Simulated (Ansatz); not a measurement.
**C2H4ClNO: a ladder of functionals and wavefunction methods**

The task here is to estimate one member of a computed series from the others.

The runs use Ansatz 0.2.0, Gaussian basis; functionals in def2-TZVPP, the program's frozen cores in correlated methods.

The runs, in order: LDA (SPW92), PBE-D4, revPBE-D4, BLYP-D4, r2SCAN-D4, B97M-V, PBE0-D4, B3LYP-D4, r2SCANh-D4, r2SCAN0-D4, HSE06-D4, BHLYP-D4, CAM-B3LYP-D4, LC-ωPBE, ωB97X-V, ωB97M-V, B2PLYP, PBE-QIDH; CCSD(T)/def2-SVP; CCSD(T)/def2-TZVPP; MP2/def2-QZVPP; extrapolation to the limit; RPA on PBE.

### Structure used throughout

All runs share one geometry, relaxed beforehand with PBE0-D4 in a triple-zeta def2 set.

SMILES `C/N=C(/O)Cl`, 9 atoms, charge 0, spin multiplicity 1.

Atoms are counted from 1 here; the program's logs count them from 0.

Bond lengths: C1–N2 1.434 Å, C1–H6 1.093 Å, C1–H7 1.093 Å, C1–H8 1.094 Å, N2–C3 1.244 Å, C3–O4 1.335 Å, C3–Cl5 1.742 Å, O4–H9 0.968 Å. Angles: N2–C1–H6 109.2°, N2–C1–H7 109.1°, N2–C1–H8 113.5°, H6–C1–H7 107.1°, H6–C1–H8 108.8°, H7–C1–H8 108.9°, C1–N2–C3 123.7°, N2–C3–O4 123.6°, N2–C3–Cl5 127.1°, O4–C3–Cl5 109.2°, C3–O4–H9 105.7°.

The first run:

in.yaml reads:

```yaml
crystal:
  periodic: [false, false, false]
  atoms:
    - {symbol: C, position_ang: [0.975474, 0.468281, 0.807486]}
    - {symbol: N, position_ang: [0.305845, -0.486233, -0.026752]}
    - {symbol: C, position_ang: [-0.774009, -0.262136, -0.602975]}
    - {symbol: O, position_ang: [-1.395914, -1.152126, -1.379899]}
    - {symbol: Cl, position_ang: [-1.711399, 1.205589, -0.546797]}
    - {symbol: H, position_ang: [1.971134, 0.663563, 0.401387]}
    - {symbol: H, position_ang: [1.112986, 0.039822, 1.803315]}
    - {symbol: H, position_ang: [0.439503, 1.417822, 0.901528]}
    - {symbol: H, position_ang: [-0.835119, -1.940882, -1.374394]}
basis:
  gaussian: {orbitals: def2-TZVPP}
hamiltonian: {xc: lda}
output: {orbitals: {seedname: orbitals}}
```

Started as:

```console
$ ansatz run in.yaml --threads 2 --pin off --events-out ev --progress --plain --max-ram 4352MiB
```

Among the steps run: LDA; PBE-D4 (GGA); revPBE-D4 (GGA); BLYP-D4 (GGA); r2SCAN-D4 (meta-GGA); B97M-V (meta-GGA); PBE0-D4 (hybrid); B3LYP-D4 (hybrid); r2SCANh-D4 (hybrid); r2SCAN0-D4 (hybrid); HSE06-D4 (hybrid); BHLYP-D4 (hybrid); CAM-B3LYP-D4 (range-separated); LC-ωPBE (range-separated); ωB97X-V (range-separated); ωB97M-V (range-separated); B2PLYP (double hybrid); PBE-QIDH (double hybrid).

One of the session's tables, all rows but one given; the rest of the session is left out.

It belongs to the step «Orbital energies across the functionals». 

```
  functional  HOMO (eV)  gap (eV)
 LDA (SPW92)      -6.73      5.77
      PBE-D4      -6.57      5.85
   revPBE-D4      -6.50      5.88
     BLYP-D4      -6.44      5.85
   r2SCAN-D4      -6.83      6.34
      B97M-V      -6.88      6.55
     PBE0-D4      -7.89      8.25
    B3LYP-D4      -7.67      7.76
  r2SCANh-D4      -7.33      7.23
  r2SCAN0-D4      -8.07      8.57
    HSE06-D4      -7.49      7.46
    BHLYP-D4      -9.11     10.59
CAM-B3LYP-D4      -9.27     10.81
     LC-ωPBE          ?         ?
     ωB97X-V     -10.25     12.94
     ωB97M-V     -10.14     12.50
```

**Question.** Estimate the row for LC-ωPBE.

The run gave: HOMO (eV): -10.62; gap (eV): 13.36. In the column «HOMO (eV)» it is the lowest.
